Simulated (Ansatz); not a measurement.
A made-up structure of CH₂Li, doublet:

Li1  (-1.178, 0.655, -0.473)
C2  (0.097, -0.054, 0.039)
H3  (0.124, -1.141, 0.091)
H4  (0.958, 0.539, 0.343)
(Å)

It is relaxed with PBE-D4/def2-SVP and then PBE0-D4/def2-TZVP (Ansatz 0.2.0). Atoms count as bonded within 1.22 times the sum of their covalent radii (H–H: 0.88 Å). The end point is not checked to be a true minimum.

(1) Does its bonding change? (Judge from chemistry; the calculation decides.)

## Answers

(1) The calculation gives: No: no bond forms or breaks.

Where it ends: The first stage lowers the energy by 1.25 eV in 6 steps. It ends as CH₂Li ([Li][CH2]):
```csv
atom,x (Å),y (Å),z (Å)
Li1,-1.4545,0.8091,-0.5843
C2,0.1193,-0.0663,0.0477
H3,0.2817,-1.1493,0.1517
H4,1.0535,0.4066,0.3849
```

Labels in which every atom is bracketed show which atoms are joined, not bond orders.

For scale, one of the runs: PBE0-D4/def2-TZVP relaxation, 57 basis functions, launched by `ansatz run in.yaml --threads 2 --pin off --events-out ev --progress --plain --max-ram 4352MiB`. Hardware: 2 CPU threads of an Arm Neoverse V1, shared host. Wall time about 3.1 s.
